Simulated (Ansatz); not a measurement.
**Rhenium, hcp under LDA: convergence with the Methfessel-Paxton smearing**

A convergence test of the Methfessel-Paxton smearing width. The geometry was relaxed under LDA beforehand and stays fixed; 7 values are run, from 0.01 to 1.0 eV. Wanted are the values from which on the energy stays within 10 and 1 meV/atom, and the pressure within 0.5 GPa, of the narrowest run. Within the series other settings stay. Spin polarisation is left out.

Computed with Ansatz 0.2.0 (DFT LDA, plane waves with PAW, scalar-relativistic, unless a step says otherwise).

## Step 1: The structure to begin with

Symmetry: P6_3/mmc, No. 194, hexagonal system. Conventional cell: a = 2.739 Å, b = 2.739 Å, c = 4.412 Å, α = 90.00°, β = 90.00°, γ = 120.00°. Re (site symmetry -6m2) has 12 Re at 2.71 to 2.74 Å as nearest neighbours.

Structure file:

```xyz
2
Lattice="2.7392 0.0000 0.0000 -1.3696 2.3722 0.0000 0.0000 0.0000 4.4119" Properties=species:S:1:pos:R:3 pbc="T T T"
Re    0.0000    1.5815    1.1030
Re    1.3696    0.7907    3.3089
```

## Step 2: Run at 0.01 eV

The run at 0.01 eV.

Input file input.yaml:

```yaml
crystal:
  lattice:
    - [2.7391880258, 0.0, 0.0]
    - [-1.3695940129, 2.3722064161, 0.0]
    - [0.0, 0.0, 4.4118668232]
  atoms:
    - { symbol: Re, position: [0.3333333333, 0.6666666667, 0.25] }
    - { symbol: Re, position: [0.6666666667, 0.3333333333, 0.75] }
hamiltonian:
  xc: lda
  pseudopotentials:
    kind: paw
    azcp:
      Re: "pseudopotentials/Re.paw.azcp"
basis:
  ecutwfc: 420
  fft_grid_basis: typed
kpoints:
  mp_grid: { grid: [13, 13, 7], shift: [0, 0, 0] }
magnetization:
  spin_polarized: false
scf:
  occupations: { method: methfessel_paxton, width: 0.01 }
  lower_state_search: "off"
output:
  stress: true
```

Launch:

```
ansatz run input.yaml --threads 2 --pin off --max-ram 5120MiB --backend cpu --events-out ev --progress --plain --runs-dir out
```

## Step 3: Run at 0.03 eV

The run at 0.03 eV.

input.yaml: that of step 2 with these lines changed.

```diff
@@ -22,3 +22,3 @@
 scf:
-  occupations: { method: methfessel_paxton, width: 0.01 }
+  occupations: { method: methfessel_paxton, width: 0.03 }
   lower_state_search: "off"
```

## Step 4: Run at 0.1 eV

The run at 0.1 eV.

input.yaml: that of step 3 with these lines changed.

```diff
@@ -22,3 +22,3 @@
 scf:
-  occupations: { method: methfessel_paxton, width: 0.03 }
+  occupations: { method: methfessel_paxton, width: 0.1 }
   lower_state_search: "off"
```

## Step 5: Run at 0.2 eV

The run at 0.2 eV.

input.yaml: that of step 4 with these lines changed.

```diff
@@ -22,3 +22,3 @@
 scf:
-  occupations: { method: methfessel_paxton, width: 0.1 }
+  occupations: { method: methfessel_paxton, width: 0.2 }
   lower_state_search: "off"
```

## Step 6: Run at 0.3 eV

The run at 0.3 eV.

input.yaml: that of step 5 with these lines changed.

```diff
@@ -22,3 +22,3 @@
 scf:
-  occupations: { method: methfessel_paxton, width: 0.2 }
+  occupations: { method: methfessel_paxton, width: 0.3 }
   lower_state_search: "off"
```

## Step 7: Run at 0.6 eV

The run at 0.6 eV.

input.yaml: that of step 6 with these lines changed.

```diff
@@ -22,3 +22,3 @@
 scf:
-  occupations: { method: methfessel_paxton, width: 0.3 }
+  occupations: { method: methfessel_paxton, width: 0.6 }
   lower_state_search: "off"
```

## Step 8: Run at 1.0 eV

The run at 1.0 eV.

input.yaml: that of step 7 with these lines changed.

```diff
@@ -22,3 +22,3 @@
 scf:
-  occupations: { method: methfessel_paxton, width: 0.6 }
+  occupations: { method: methfessel_paxton, width: 1.0 }
   lower_state_search: "off"
```

(Steps that only read results are left out.)

Before running it: what results should come out?

The runs gave:

| quantity | value |
| --- | --- |
| E(σ → 0) stays within 10 meV/atom of 0.01 eV | up to 1.0 eV |
| E(σ → 0) stays within 1 meV/atom | up to 0.3 eV |
| pressure stays within 0.5 GPa | up to 1.0 eV |
| pressure at 0.01 eV | -0.33 GPa |
| energy of a separate run on a finer mesh (22×22×12) | +0.9 meV/atom from 0.01 eV |

What this shows: At 1.0 eV the energy differs by +6.4 meV/atom and the pressure by +0.1 GPa. Over the range F shifts by +8.7 meV/atom, while E(σ → 0) shifts by +6.4. This scheme cancels the term in the square of the width, so F moves little up to 0.2 eV. The mesh (13×13×7) is fixed, so the narrowest widths carry a k-point error of their own. The yardstick itself is unsettled by 0.9 meV/atom against the finer mesh, so the thresholds above hold only within this series, and wider smearing, which averages over more states, can land nearer the fine-mesh value than the narrowest does.
